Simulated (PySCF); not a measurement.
**Relaxation of singlet SNF₃**

Computed with PySCF, PBE0, basis S def2-SVP, N def2-SVP, F def2-SVP (no relativity, density fitting). A (50,194) grid was used.

A hand-made see-saw (ligand arrangement 2) start, of Cs symmetry, held to at least that symmetry:

```xyz
5
charge 0 multiplicity 1, angstrom
S     0.0000   -0.0983   -0.4245
N     0.0000   -1.6324   -0.2903
F     0.0000    1.5653   -0.2789
F     1.3160   -0.0983    0.6037
F    -1.3160   -0.0983    0.6037
```

Optimiser trace:
```
step  E − E(last) (kJ/mol)  largest gradient (Eh/bohr)
   0                342.41                     0.08106
   1                211.62                     0.06603
   2                110.03                     0.10176
   3                 47.67                     0.07843
   4                  8.38                     0.02943
   5                  6.65                     0.03094
   6                  0.12                     0.00607
   7                  0.03                     0.00336
   8                  0.00                     0.00044
   9                  0.00                     0.00019
```

It ends at C3v with S–F 1.591 Å (×3), S–N 1.422 Å; F–S–F 92.9° (×3), F–S–N 123.2° (×3) (after a last refinement on a finer grid). A frequency run shows a minimum. Other isomers or separated fragments may lie lower.

Final geometry:
Coordinates in bohr (charge 0 multiplicity 1):
```
S     0.0000   -0.4548   -0.2998
N     0.0000   -2.6986   -1.7786
F     0.0022    2.3030   -1.4962
F     2.1783    0.2245    1.6573
F    -2.1806    0.2267    1.6541
```

The relaxation took roughly 23 core-seconds on a shared host.
